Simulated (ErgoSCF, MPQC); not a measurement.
# N2H (dinitrogen monohydride), step by step

Wanted: a series of 19 runs (UHF/cc-pVDZ, USVWN5/def2-SVP, UHF/def2-TZVP) of HN2. The setting varied is the sparse threshold, integration grid, subspace error. 

The results are computed with ErgoSCF 3.8, MPQC 2.3.1.

11 further runs of the same task are left out: 1 that didn't finish, 10 set aside as unsound or not needed.

## (1) Starting point

N2H: 3 atoms, total charge 0, spin state doublet. As SMILES, `[N]=N`. Geometry: relaxed at GFN2-xTB.

Bond lengths: N1–N2 1.164 Å, N2–H3 1.037 Å. Angles: N1–N2–H3 124.8°.

## (2) A single-point energy at UHF/cc-pVDZ (sparse threshold 1e-06) (run 1)

File geom.xyz:

```xyz
3
HN2
N      0.715210    -0.640440     0.325220
N     -0.243160    -0.185380    -0.152740
H     -0.472040     0.825820    -0.172480
```

File job.ego:

```
# HN2
set_nthreads(1)
tmpdir = "."
scf.output_mulliken_pop = 1
spin_polarization = 1
charge = 0
scf.max_number_of_iterations = 70
basis = "cc-pVDZ"
mat.sparse_threshold = 1e-06
molecule "geom.xyz"
run "HF"
```

The basis set cc-pVDZ is read from a file made from the Basis Set Exchange's data (not shown).

On the command line:

```console
$ ergo job.ego
```

Output:

```text
[...]
INSC SCF_general constructor, number of basis functions: 33
[...]
INSC Energy   1 =        -43.02396079449
[...]
INDE PURIFICATION CONVERGED after 40 iterations
[...]
INDE PURIFICATION CONVERGED after 31 iterations
[...]
INDE PURIFICATION CONVERGED after 24 iterations
[...]
INDE E(LUMO) - E(HOMO) <=          0.73985142147 =         20.13238289050 eV
[...]
INSC Energy  29 =       -109.43481757007  ( diff     -0.000000000003297 )
[...]
RESC CONVERGED after  29 iterations.
RESC FINAL ENERGY:       -109.43481757007
RESC FINAL <S2> =          0.83403412001
[...]
INSC SCF: dipole_moment_x [atomic units] =      -0.27012601
INSC SCF: dipole_moment_y [atomic units] =       0.75906087
INSC SCF: dipole_moment_z [atomic units] =      -0.06873371
[...]
```

It took 5.1 s on 1 thread of AMD EPYC 9R45 (Zen 5), shared host.

## (3) The singlet cation: a single-point energy at UHF/cc-pVDZ (sparse threshold 1e-06) (run 2)

geom.xyz is that of step 2.

job.ego, as its differences from that of step 2:

```diff
@@ -4,4 +4,4 @@
 scf.output_mulliken_pop = 1
-spin_polarization = 1
-charge = 0
+scf.force_unrestricted = 1
+charge = 1
 scf.max_number_of_iterations = 70
```

The basis set cc-pVDZ is read from a file made from the Basis Set Exchange's data (not shown).

On the command line:

```console
$ ergo job.ego
```

Output:

```text
[...]
INSC SCF_general constructor, number of basis functions: 33
[...]
INSC Energy   1 =        -41.31458883258
[...]
INDE PURIFICATION CONVERGED after 31 iterations
[...]
INDE PURIFICATION CONVERGED after 31 iterations
[...]
INDE PURIFICATION CONVERGED after 24 iterations
[...]
INDE E(LUMO) - E(HOMO) <=          0.71484373247 =         19.45188900286 eV
[...]
INSC Energy  15 =       -109.10119317379  ( diff     -0.000000000001336 )
[...]
RESC CONVERGED after  15 iterations.
RESC FINAL ENERGY:       -109.10119317379
RESC FINAL <S2> =          0.00000000000
[...]
INSC SCF: dipole_moment_x [atomic units] =      -0.00425530
INSC SCF: dipole_moment_y [atomic units] =       0.26167625
INSC SCF: dipole_moment_z [atomic units] =       0.02503539
[...]
```

Run time: 2.7 s. Hardware: 1 thread of AMD EPYC 9R45 (Zen 5), shared host.

Runs 3 to 15 aren't shown in full; the table further down has their settings and results.

## (4) The singlet cation: the energy at USVWN5/def2-SVP (run 16)

File mol.in:

```
% emacs should use -*- KeyVal -*- mode
molecule<Molecule>: (
  symmetry = c1
  unit = angstrom
  { atoms geometry } = {
    N  [ 0.715210      -0.640440       0.325220 ]
    N  [ -0.243160      -0.185380      -0.152740 ]
    H  [ -0.472040       0.825820      -0.172480 ]
  }
)
basis<GaussianBasisSet>: (
  name = "def2-SVP"
  molecule = $:molecule
  basisdir = "."
  puream = yes
)
mpqc: (
  checkpoint = no
  savestate = no
  restart = no
  do_energy = yes
  do_gradient = no
  optimize = no
  mole<UKS>: (
    molecule = $:molecule
    basis = $:basis
    total_charge = 1
    multiplicity = 1
    memory = 1000000000
    print_evals = yes
    print_npa = yes
    maxiter = 70
    value_accuracy = 1e-08
    functional<StdDenFunctional>: ( name = "SVWN5" )
    integrator<RadialAngularIntegrator>: ( grid = ultrafine )
    guess_wavefunction<UHF>: (
      molecule = $:molecule
      total_charge = 1
      multiplicity = 1
      memory = 1000000000
      value_accuracy = 1e-3
      basis<GaussianBasisSet>: (
        name = "STO-3G"
        molecule = $:molecule
      )
    )
  )
)
```

The basis set def2-SVP is read from a file made from the Basis Set Exchange's data (not shown).

On the command line:

```console
$ mpqc -o mol.out mol.in
```

Output:

```text
MPQC: Massively Parallel Quantum Chemistry
[...]
  Integrated electron density error = 0.000272984766
  iter     1 energy = -108.5872676144 delta = 1.61371e-01
  Integrated electron density error = 0.000300605793
  iter     2 energy = -108.7070836920 delta = 2.31614e-02
[...]
  Integrated electron density error = -0.000000004822
  iter    14 energy = -108.7182700729 delta = 2.71433e-07
  Integrated electron density error = -0.000000004820
  iter    15 energy = -108.7182700730 delta = 8.06846e-08
  Integrated electron density error = -0.000000004820
  iter    16 energy = -108.7182700730 delta = 1.52345e-07
  Integrated electron density error = -0.000000004819
  iter    17 energy = -108.7182700730 delta = 2.85485e-08
[...]
  <S^2>      = -0.000000
  total scf energy = -108.7182700730
Value of the MolecularEnergy: -108.7182700730
[...]
        symmetry = c1
[...]
        nbasis = 33
[...]
      nalpha = 7
      nbeta = 7
[...]
```

Run time: 2.4 s. Hardware: 1 thread of AMD EPYC 9R45 (Zen 5), shared host.

Runs 17 to 18 aren't shown in full; the table further down has their settings and results.

## (5) A single-point energy at UHF/def2-TZVP (subspace error 1e-08) (run 19)

File job.ego:

```
set_nthreads(1)
molecule_inline
N      1.35155102    -1.21025620     0.61457673
N     -0.45950580    -0.35031743    -0.28863677
H     -0.89202632     1.56057363    -0.32593996
EOF
spin_polarization = 1
scf.max_number_of_iterations = 70
charge = 0
scf.output_mulliken_pop = 1
basis = "def2-TZVP"
scf.purification_subspace_err_limit = 1e-08
tmpdir = "."
run "HF"
```

The basis set def2-TZVP is read from a file made from the Basis Set Exchange's data (not shown).

On the command line:

```console
$ ergo job.ego
```

Output:

```text
[...]
INSC SCF_general constructor, number of basis functions: 68
[...]
INSC Energy   1 =        -23.86538805281
[...]
INDE PURIFICATION CONVERGED after 47 iterations
[...]
INDE PURIFICATION CONVERGED after 37 iterations
[...]
INDE PURIFICATION CONVERGED after 31 iterations
[...]
INDE E(LUMO) - E(HOMO) <=          0.72228362300 =         19.65433873862 eV
[...]
INSC Energy  29 =       -109.46948268400  ( diff     -0.000000000006679 )
[...]
RESC CONVERGED after  29 iterations.
RESC FINAL ENERGY:       -109.46948268400
RESC FINAL <S2> =          0.83857743627
[...]
INSC SCF: dipole_moment_x [atomic units] =      -0.26889291
INSC SCF: dipole_moment_y [atomic units] =       0.76373170
INSC SCF: dipole_moment_z [atomic units] =      -0.06756890
[...]
```

It took 35 s on 1 thread of AMD EPYC 9R45 (Zen 5), shared host.

## (6) All runs side by side

```csv
run,level,sparse threshold,integration grid,subspace error,partner,energy (Eh),⟨S²⟩,wall time
1,UHF/cc-pVDZ (sparse threshold 1e-06),1e-06,–,–,base,-109.434818,0.834,5.1 s
2,UHF/cc-pVDZ (sparse threshold 1e-06),1e-06,–,–,cation,-109.101193,–,2.7 s
3,UHF/cc-pVDZ (sparse threshold 1e-08),1e-08,–,–,base,-109.434818,0.834,5.1 s
4,UHF/cc-pVDZ (sparse threshold 1e-08),1e-08,–,–,cation,-109.101193,–,2.7 s
5,UHF/cc-pVDZ (sparse threshold 1e-10),1e-10,–,–,base,-109.434818,0.834,5.1 s
6,UHF/cc-pVDZ (sparse threshold 1e-10),1e-10,–,–,cation,-109.101193,–,2.7 s
7,USVWN5/def2-SVP,–,coarse,–,base,-109.052441,0.751,0.54 s
8,USVWN5/def2-SVP,–,coarse,–,cation,-108.718265,–,0.36 s
9,USVWN5/def2-SVP,–,medium,–,base,-109.052450,0.751,0.82 s
10,USVWN5/def2-SVP,–,medium,–,cation,-108.718274,–,0.54 s
11,USVWN5/def2-SVP,–,fine,–,base,-109.052447,0.751,1.2 s
12,USVWN5/def2-SVP,–,fine,–,cation,-108.718270,–,0.78 s
13,USVWN5/def2-SVP,–,xfine,–,base,-109.052447,0.751,2.3 s
14,USVWN5/def2-SVP,–,xfine,–,cation,-108.718270,–,1.4 s
15,USVWN5/def2-SVP,–,ultrafine,–,base,-109.052447,0.751,4.2 s
16,USVWN5/def2-SVP,–,ultrafine,–,cation,-108.718270,–,2.4 s
17,UHF/def2-TZVP (subspace error 0.0001),–,–,0.0001,base,-109.469483,0.839,34 s
18,UHF/def2-TZVP (subspace error 1e-06),–,–,1e-06,base,-109.469483,0.839,35 s
19,UHF/def2-TZVP (subspace error 1e-08),–,–,1e-08,base,-109.469483,0.839,35 s
```

Convergence of the total energy of doublet N2H with the integration grid, against the last point:

```csv
integration grid,from the last (mEh),wall time
coarse,+0.006,0.54 s
medium,-0.003,0.82 s
fine,+0.000,1.2 s
xfine,-0.000,2.3 s
ultrafine,+0.000,4.2 s
```

Convergence of the vertical ionisation energy (to the singlet cation) of doublet N2H with the integration grid, against the last point:

```csv
integration grid,from the last (eV),wall time
coarse,-0.0000,0.9 s
medium,-0.0000,1.4 s
fine,+0.0000,2 s
xfine,-0.0000,3.6 s
ultrafine,+0.0000,6.6 s
```

## (7) Results

| quantity | value |
| --- | --- |
| run 19, UHF/def2-TZVP: total energy | -109.46948 Eh |
| run 19, UHF/def2-TZVP: dipole moment | 2.07 D |
| run 19, UHF/def2-TZVP: ⟨S²⟩ | 0.839 |
| vertical ionisation energy (to the singlet cation), UHF/cc-pVDZ (run 1, sparse threshold 1e-06) | 9.078 eV |
| vertical ionisation energy (to the singlet cation), UHF/cc-pVDZ (run 3, sparse threshold 1e-08) | 9.078 eV |
| vertical ionisation energy (to the singlet cation), UHF/cc-pVDZ (run 5, sparse threshold 1e-10) | 9.078 eV |
| vertical ionisation energy (to the singlet cation), USVWN5/def2-SVP (run 7, integration grid coarse) | 9.093 eV |
| vertical ionisation energy (to the singlet cation), USVWN5/def2-SVP (run 9, integration grid medium) | 9.093 eV |
| vertical ionisation energy (to the singlet cation), USVWN5/def2-SVP (run 11, integration grid fine) | 9.093 eV |
| vertical ionisation energy (to the singlet cation), USVWN5/def2-SVP (run 13, integration grid xfine) | 9.093 eV |
| vertical ionisation energy (to the singlet cation), USVWN5/def2-SVP (run 15, integration grid ultrafine) | 9.093 eV |

In words: At UHF/cc-pVDZ: the vertical ionisation energy comes to 9.08 eV (876 kJ/mol). Only the singlet of the ionised species was computed; a triplet could lie lower. At UHF/cc-pVDZ: removing an electron at fixed nuclei costs 9.08 eV (876 kJ/mol). At UHF/cc-pVDZ: the vertical ionisation energy comes to 9.08 eV (209 kcal/mol). At USVWN5/def2-SVP: removing an electron at fixed nuclei costs 9.09 eV (877 kJ/mol). At USVWN5/def2-SVP: removing an electron at fixed nuclei costs 9.09 eV (210 kcal/mol). Over runs 1, 3, 5, 17, 18, 19 the dipole moment (its size) runs from 2.06 D (UHF/cc-pVDZ) to 2.07 D (UHF/def2-TZVP). All runs together took 2.4 min, the longest 35 s.
